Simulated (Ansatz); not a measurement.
# CF2 (triplet): from Hartree-Fock to the top rungs, cc-pVTZ

One table from this session's results is given with a row withheld; the runs are named, their logs left out.

Method: cc-pVTZ, core rule «outside noble gas», up to 3 orbitals frozen; program: Ansatz 0.2.0, Gaussian basis.

Plan: UHF; CCSD(T) on ROHF; CCSD(T) on UHF; BCCD(T) on ROHF; CCSDT(Q) on ROHF; CCSDT(Q) on UHF; CASSCF and NEVPT2, 18 electrons in 12 orbitals.

6 further runs of the same task are left out: 6 set aside as unsound or not needed.

## The system

The geometry is a PBE0/def2-TZVP stationary point (not a proven minimum).

3 atoms, charge 0, spin multiplicity 3.

Atoms are counted from 1 here; the program's logs count them from 0.

Bond lengths: C1–F2 1.309 Å, C1–F3 1.309 Å. Angles: F2–C1–F3 119.5°.

Set-up of the first run:

in.yaml reads:

```yaml
crystal:
  periodic: [false, false, false]
  atoms:
    - {symbol: C, position_ang: [0.000000, -0.500907, 0.000000]}
    - {symbol: F, position_ang: [0.000000, 0.158336, -1.130366]}
    - {symbol: F, position_ang: [0.000000, 0.158336, 1.130366]}
basis:
  gaussian: {orbitals: cc-pVTZ}
magnetization: {spin_polarized: true, initial_magnetization: 2}
hamiltonian: {xc: hf}
output: {orbitals: {seedname: orbitals}}
```

Run with:

```sh
> ansatz run in.yaml --threads 1 --pin off --events-out ev --progress --plain --max-ram 4096MiB --backend cpu
```

Among the steps run: UHF; CCSD(T) on ROHF; CCSD(T) on UHF; BCCD(T) on ROHF; CCSDT(Q) on ROHF; CCSDT(Q) on UHF; CASSCF and NEVPT2, 18 electrons in 12 orbitals.

One table of the session follows, with a row left open; its other results are not shown here.

| method | from UCCSDT(Q) (meV) |
| --- | --- |
| ROHF | +17164.9 |
| UHF | +17058.4 |
| RMP2 | +759.8 |
| UMP2 | +756.7 |
| RCCSD | +560.1 |
| UCCSD | +557.9 |
| RCCSD(T) | +35.4 |
| UCCSD(T) | +35.0 |
| BCCD(T) | +29.2 |
| RCCSDT | +21.1 |
| UCCSDT | +20.3 |
| RCCSDT(Q) | +6.7 |
| UCCSDT(Q) | 0 |
| CASSCF valence | ? |
| NEVPT2 valence | +1905.6 |

Q: Estimate the row for CASSCF valence from the others.

As computed: from UCCSDT(Q) (meV): +15237.3. In the column «from UCCSDT(Q) (meV)» it lies between NEVPT2 valence (+1905.6) and UHF (+17058.4).

Among the levels timed on like hardware and quicker than the yardstick, those that no quicker one beats, quickest first: BCCD(T) (8 s, +29.2 meV).

With the free atoms at the same levels and basis (separate runs), the atomisation energy is 8.378 eV at UCCSDT(Q), 8.374 eV at RCCSD(T), 8.370 eV at UCCSD(T), 5.741 eV at ROHF.

To keep in mind: Restricted and unrestricted rows rest on different reference determinants; where their highest levels disagree by more than a few hundredths of an eV, they describe different states and don't form one ladder.
